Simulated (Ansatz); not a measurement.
Predict the output of the script below (Ansatz 0.2.0 through its Python package).

Input file `ch5bn.xyz`:
```text
8

C    -0.69760    0.73730   -0.44130
B    -0.29040   -0.70680   -0.14280
N     1.09190   -0.98230    0.33570
H    -1.72590    0.78790   -0.80270
H    -0.09790    1.20530   -1.26350
H    -0.66320    1.41340    0.46510
H     1.25010   -0.51610    1.28340
H     1.22490   -1.99580    0.51040
```

The script, `run_states.py`:
```python
# -*- coding: utf-8 -*-
"""Restricted and unrestricted solutions of CH5BN, stretched and not."""

import ansatz as az
import numpy as np


def main():
    system = az.Crystal.molecule_from_extxyz("ch5bn.xyz")
    symbols = [site.symbol for site in system.cartesian_sites]

    start = np.array([site.position_ang for site in system.cartesian_sites])
    for factor in [1.0, 1.25, 1.6]:
        xyz = (start - start.mean(axis=0)) * factor
        scaled = az.Crystal.molecule()
        for symbol, place in zip(symbols, xyz):
            scaled = scaled.atom(symbol, place.tolist())
        calc = (
            scaled.calculation()
            .basis(gaussian="def2-SVP")
            .functional("pbe")
            .spin("collinear", total=1)  # spin-polarised run
        )
        for search in ("off", "standard"):
            try:
                data = calc.scf(lower_state_search=search).run().report
            except az.AnsatzError as error:
                print(f"x{factor} search {search}: {type(error).__name__}")
                continue
            state = data["mean_field"]["state"]
            print(f"all distances x{factor}, search {search:8s} E = {data['free_energy_ev']:.5f} eV  <S^2> = {abs(state['spin_squared']):.3f}  other states met: {len(data['mean_field']['others'])}")


if __name__ == "__main__":
    main()
```

Running `python run_states.py` prints:
```text
all distances x1.0, search off      E = -3276.55454 eV  <S^2> = 0.752  other states met: 0
all distances x1.0, search standard E = -3276.55454 eV  <S^2> = 0.752  other states met: 0
all distances x1.25, search off      E = -3270.02082 eV  <S^2> = 0.753  other states met: 0
all distances x1.25, search standard E = -3270.02082 eV  <S^2> = 0.753  other states met: 0
all distances x1.6, search off      E = -3257.95791 eV  <S^2> = 0.842  other states met: 0
all distances x1.6, search standard E = -3257.95791 eV  <S^2> = 0.842  other states met: 6
```

Caveats:
- Total energies depend on the basis set; only differences at equal settings carry meaning.
- The count of other states can hold repeated and symmetry-equivalent ends of the search; scaling all distances is a test, and for more than two atoms no physical path.
- The structure is a rough, unrelaxed start.
- The species is open-shell (spin multiplicity 2).
- The expectation value of S² is noticeably off S(S+1) in at least one run, so that state is spin-contaminated.
- It ran for 9.6 s on 1 thread of Arm Neoverse V2 (shared host), peak memory 0.2 GiB.

(A comment or docstring line of the script was reworded after the run, the code is as it ran; lines on the test bed's own set-up are left out of the output.)
